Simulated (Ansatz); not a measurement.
# BSiH (singlet): from Hartree-Fock to the top rungs at angle Si1–B2–H3 = 123.2°, 6-31G

The task here is to estimate one member of a computed series from the others.

The runs use Ansatz 0.2.0, Gaussian basis; 6-31G, core rule «outside noble gas», up to 6 orbitals frozen.

To be run: UHF; CCSD(T) on RHF; CCSD(T) on UHF; BCCD(T) on RHF; CISD; CCSDT(Q) on RHF; CCSDT(Q) on UHF; CCSDTQ on RHF; CCSDTQ on UHF; CASSCF and MRCISD+Q, 2 electrons in 2 orbitals; CASSCF and NEVPT2, 2 electrons in 2 orbitals; CASSCF and MRCISD+Q, 8 electrons in 9 orbitals; CASSCF and NEVPT2, 8 electrons in 9 orbitals; Full CI.

11 further runs of the same task are left out: 1 for a mislabelled method, 6 that didn't finish, 4 set aside as unsound or not needed.

## The system

The geometry derives from a PBE0/def2-TZVP stationary point (not a proven minimum). One angle is set to the value named; bond lengths are kept.

3 atoms, charge 0, spin multiplicity 1.

Atoms are counted from 1 here; the program's logs count them from 0.

Bond lengths: Si1–B2 1.895 Å, B2–H3 1.186 Å. Angles: Si1–B2–H3 123.2°.

Coordinates:

```xyz
3
charge 0, multiplicity 1
Si    0.2527    0.0000    0.5201
B    -0.6487    0.0000   -1.1470
H    -0.0846    0.0000   -2.1902
```

Set-up of the first run:

File in.yaml:

```yaml
crystal:
  periodic: [false, false, false]
  atoms:
    - {symbol: Si, position_ang: [0.252723, 0.000000, 0.520104]}
    - {symbol: B, position_ang: [-0.648655, 0.000000, -1.146960]}
    - {symbol: H, position_ang: [-0.084581, 0.000000, -2.190194]}
basis:
  gaussian: {orbitals: 6-31G}
magnetization: {spin_polarized: true, initial_magnetization: 0}
hamiltonian: {xc: hf}
output: {orbitals: {seedname: orbitals}}
```

Run with:

```console
$ ansatz run in.yaml --threads 1 --pin off --events-out ev --progress --plain --max-ram 2393MiB
```

Among the steps run: UHF; CCSD(T) on RHF; CCSD(T) on UHF; BCCD(T) on RHF; CISD; CCSDT(Q) on RHF; CCSDT(Q) on UHF; CCSDTQ on RHF; CCSDTQ on UHF; CASSCF and MRCISD+Q, 2 electrons in 2 orbitals; CASSCF and NEVPT2, 2 electrons in 2 orbitals; CASSCF and MRCISD+Q, 8 electrons in 9 orbitals; CASSCF and NEVPT2, 8 electrons in 9 orbitals; Full CI.

One table of the session follows, with a row left open; its other results are not shown here.

| method | from FCI (meV) |
| --- | --- |
| RHF | +3622.1 |
| RMP2 | +997.6 |
| CISD | +465.2 |
| RCCSD | +203.5 |
| RCCSD(T) | +64.6 |
| BCCD(T) | +70.1 |
| RCCSDT | +22.0 |
| RCCSDT(Q) | ? |
| RCCSDTQ | +1.4 |
| CASSCF pair | +2726.0 |
| NEVPT2 pair | +903.2 |
| MRCISD pair | +386.6 |
| MRCISD+Q pair | +175.1 |
| FCI | 0 |

Q: Estimate the row for RCCSDT(Q) from the others.

As computed: from FCI (meV): +2.1. In the column «from FCI (meV)» it lies between RCCSDTQ (+1.4) and RCCSDT (+22.0).

Left out of the table: CASSCF valence, NEVPT2 valence, MRCISD valence, MRCISD+Q valence (the active space lost an orbital or holds another state than full CI finds).

Caveats from the session: Left out of the table: UHF, UMP2, UCCSD, UCCSD(T), UCCSDT, UCCSDT(Q), UCCSDTQ (another determinant or state than the rows shown).
